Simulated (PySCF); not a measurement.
Compound: C4H11OP.
Atom-mapped SMILES: `[CH3:1][CH2:2][CH2:3][P@@H:4]([CH3:5])=[O:6]` (hydrogens: H7, H8, H9 on C1; H10, H11 on C2; H12, H13 on C3; H14 on P4; H15, H16, H17 on C5)

Cartesian coordinates in Å at the GFN2-xTB level; atoms count from 1:
```
atom  x, y, z in Å
C1    -2.154    0.662    0.179
C2    -1.530   -0.720    0.057
C3    -0.077   -0.713    0.512
P4     0.917    0.384   -0.570
C5     2.662    0.062   -0.134
O6     0.629    0.251   -2.000
H7    -2.095    1.026    1.204
H8    -3.200    0.638   -0.120
H9    -1.627    1.358   -0.473
H10   -2.099   -1.445    0.646
H11   -1.559   -1.032   -0.990
H12    0.355   -1.715    0.412
H13    0.016   -0.398    1.551
H14    0.720    1.670   -0.066
H15    2.852    0.200    0.926
H16    3.282    0.742   -0.716
H17    2.902   -0.960   -0.427
```

Method used: TDDFT PBE0/def2-SVPD, vertical, gas phase, core orbitals frozen in the response in PySCF 2.14.0, density-fitted response routines.

Transition dipole moments from the ground state, in atomic units and in the frame of the coordinates above (overall signs are arbitrary), for the states with f of 0.002 or more among the lowest 7:

| state | E (eV) | μx | μy | μz |
| --- | --- | --- | --- | --- |
| S1 | 7.111 | 0.239 | 0.093 | -0.158 |
| S2 | 7.225 | -0.206 | 0.028 | -0.131 |
| S3 | 7.367 | -0.028 | -0.160 | 0.033 |
| S4 | 7.507 | -0.188 | -0.205 | -0.187 |
| S5 | 7.635 | 0.002 | 0.094 | -0.164 |
| S6 | 7.753 | -0.059 | 0.187 | 0.026 |
| S7 | 7.862 | 0.333 | 0.241 | 0.218 |

(1) Work out the oscillator strengths.

(2) Which bond between heavy atoms lies closest to the direction of the S7 transition dipole?

(3) What angle do the transition dipoles of S2 and S7 make?

Answers

(1) f = (2/3) ΔE |μ|² with ΔE in hartree (27.2114 eV).

| state | \|μ\|² (au) | \|μ\| (D) | f |
| --- | --- | --- | --- |
| S1 | 0.091 | 0.77 | 0.016 |
| S2 | 0.060 | 0.62 | 0.011 |
| S3 | 0.027 | 0.42 | 0.005 |
| S4 | 0.112 | 0.85 | 0.021 |
| S5 | 0.036 | 0.48 | 0.007 |
| S6 | 0.039 | 0.50 | 0.007 |
| S7 | 0.217 | 1.18 | 0.042 |

(2) C2–C3, at 34° from it; next P4–C5 at 45°.

(3) |cos θ| = |μa·μb| / (|μa| |μb|) = 0.79, so θ ≈ 38° (taken between 0 and 90°, since the signs are arbitrary).

One conformer stands for the species.
